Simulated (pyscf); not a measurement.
## Atom transfer: F–CH₂–F + H• → HF + •H₂C–F

Gas phase, doublet surface, charge 0. Bonds broken: F1–C2. Bonds formed: F1–H6. Optimised with ωB97X-D3(BJ)/def2-SVP in PySCF. Correlated levels are frozen-core, on RHF or UHF. ΔMP2 is the change of the MP2 total energy from the triple- to the quadruple-zeta basis.

Transition state (Å):

```xyz
6

F     -0.3755     0.8611    -0.1947
C     -1.3935    -0.4739     0.0821
F     -0.8230    -1.5049    -0.5247
H     -2.3279    -0.1584    -0.3954
H     -1.3786    -0.5574     1.1745
H      0.4031     1.7915    -0.4278
```

One imaginary mode, 1961i cm⁻¹; descent along it reached the two sides named.

```tsv
bond	change	reactant side (Å)	saddle	product side
F1–C2	breaks	1.351	1.701	3.0
F1–H6	forms	3.3	1.235	0.927
```

Electronic energies relative to the separated reactants (kcal/mol):

```tsv
level	barrier	reaction energy	reverse barrier
ωB97X-D3(BJ)/def2-TZVP	37.6	-14.2	51.8
PBE/def2-TZVP	23.6	-13.8	37.5
r²SCAN/def2-TZVP	25.3	-16.8	42.1
B3LYP-D3(BJ)/def2-TZVP	27.2	-17.6	44.7
PBE0-D3(BJ)/def2-TZVP	31.7	-14.4	46.2
M06-2X/def2-TZVP	37.1	-13.8	50.9
ωB97M-D3(BJ)/def2-TZVP	35.1	-15.1	50.2
HF/def2-TZVP	56.0	-14.8	70.8
MP2/def2-QZVPP	43.4	-14.9	58.3
CCSD/def2-TZVPP	39.8	-18.6	58.3
CCSD(T)/def2-TZVPP	37.8	-17.4	55.2
CCSD(T)/def2-TZVPP + ΔMP2(QZVPP)	36.8	-18.2	55.0
```

With CCSD(T)/def2-TZVPP + ΔMP2(QZVPP) energies and thermal terms (ideal gas, 1 atm, RRHO with modes under 100 cm⁻¹ raised to 100, one conformer, R ln 2 for rigid chiral ones), in kcal/mol:

```
T (K)   ΔH‡   ΔG‡     ΔH     ΔG
-----  ----  ----  -----  -----
298    35.6  41.7  -16.9  -20.4
600    35.6  47.8  -16.8  -23.9
900    35.5  54.0  -17.3  -27.4
1200   35.3  60.2  -18.1  -30.7
```

The same reactants have a lower exit, to F–CH•–F + H₂ (barrier +11.6 kcal/mol at ωB97M-D3(BJ), against +35.1 kcal/mol here). One saddle was located; it need not be the lowest between these sides. The angle at the transferred F is 177°. The CCSD(T) − MP2 part came from Ansatz, without density fitting, on the same reference.
